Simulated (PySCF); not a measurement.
# The first ionisation energy along the alkaline earths

Calculated with PySCF 2.14 from differences of total energies of unrestricted determinants, without spin-orbit coupling. Values in eV. The last column holds reference values (NIST; (s) semi-empirical, (t) theoretical, else measured). Unmarked ones compare directly (S terms, centres of terms, or small fine structure); those marked * lie between the lowest fine-structure levels and include a spin-orbit shift.

```csv
element,configurations,UHF,PBE,r2SCAN,MP2 (valence),SCS-MP2 (valence),SCS-MP2 (valence and next inner shell),reference
"Be (aug-cc-pCVQZ-DK, spin-free X2C)",[He] 2s2 → [He] 2s1,8.044,8.998,8.793,8.852,9.013,9.043,9.323
"Mg (aug-cc-pCVQZ-DK, spin-free X2C)",[Ne] 3s2 → [Ne] 3s1,6.615,7.622,7.382,7.282,7.416,7.522,7.646
"Ca (aug-cc-pwCVQZ-X2C, spin-free X2C)",[Ar] 4s2 → [Ar] 4s1,5.137,6.096,5.836,5.709,5.823,6.053,6.113
```

Task: Which of these methods has the smallest mean absolute error against the measured values here?

Result: PBE, with 0.122 eV.

| method | elements | mean error (eV) | mean absolute error (eV) | largest error (eV) |
| --- | --- | --- | --- | --- |
| UHF | 3 | -1.095 | 1.095 | -1.279 |
| PBE | 3 | -0.122 | 0.122 | -0.325 |
| r2SCAN | 3 | -0.357 | 0.357 | -0.530 |
| MP2 (valence) | 3 | -0.413 | 0.413 | -0.471 |
| SCS-MP2 (valence) | 3 | -0.277 | 0.277 | -0.310 |
| SCS-MP2 (valence and next inner shell) | 3 | -0.155 | 0.155 | -0.280 |

Errors include the incompleteness of the basis and the frozen core.

"Valence" correlates the outer s and p shells and, in groups 3 to 12 and the f block, the outer d or f shell, open or full, or the next shell where the ion has no valence electron left; the wider scheme adds the next inner shell.
